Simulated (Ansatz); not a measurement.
Input for Ansatz (development build ahead of 0.2.0):

```yaml
crystal:
  periodic: [false, false, false]
  atoms:
    - { symbol: F, position_ang: [0.0, 0.71, 3.8] }
    - { symbol: F, position_ang: [0.0, -0.71, 3.8] }
    - { symbol: F, position_ang: [0.71, 0.0, 0.0] }
    - { symbol: F, position_ang: [-0.71, 0.0, 0.0] }
basis:
  gaussian: { orbitals: cc-pVDZ }
hamiltonian:
  xc: hf
```

The input is written out in the form of the current development build from the run's settings.

The run gave:

```yaml
Converged: yes
Total_energy: -397.36972 hartree
Spin_squared_of_the_determinant: 0.000
```
